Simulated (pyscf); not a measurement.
F–Sn:–F [singlet] + NH₃ → H₂N–SnH(F)–F, an insertion (singlet surface; H–N broken, N–Sn, H–Sn formed). Structures and frequencies: ωB97X-D3(BJ)/def2-SVP in PySCF. MP2 and CC: frozen core, UHF for open shells. ΔMP2 is the change of the MP2 total energy from the triple- to the quadruple-zeta basis. Energies in kJ/mol from the separated reactants.

Small-basis levels: PySCF, no dispersion term, spherical d functions. 

Question: Quick B3LYP/6-31G*+LANL2DZ single points give ΔE‡ = 204.3 kJ/mol and ΔE = +7.0 kJ/mol. What does CCSD(T)/def2-TZVPP + ΔMP2(QZVPP) give, and how far is the quick result from it?

Answer: CCSD(T)/def2-TZVPP + ΔMP2(QZVPP) gives ΔE‡ = 243.7 kJ/mol and ΔE = +48.0 kJ/mol. B3LYP/6-31G*+LANL2DZ lies 39.4 kJ/mol under it in the barrier and 41.0 kJ/mol under it in the reaction energy, so on this step it does not hold to within 12.6 kJ/mol. CCSD(T)/def2-TZVPP + ΔMP2(QZVPP) has limits of its own. On the reactant side the descent ends in an adduct with a N–Sn contact, 104.1 kJ/mol under the separated species and 349.5 kJ/mol under the saddle at ωB97X-D3(BJ)/def2-TZVP. What is counted as formed (N–Sn) is already present as a longer contact in the reactant adduct; forming that adduct is a step of its own. This is the saddle that the search found; another between the same sides may lie lower. The CCSD(T) − MP2 part came from Ansatz, without density fitting, on the same reference. The frozen core leaves the outer d or s,p core shells of the metals and heavy elements correlated in the MP2 and CC values, and def2-TZVPP describes them poorly, which can shift differences by a few kcal/mol. Elements past Kr carry the def2 core potentials, without spin-orbit coupling.
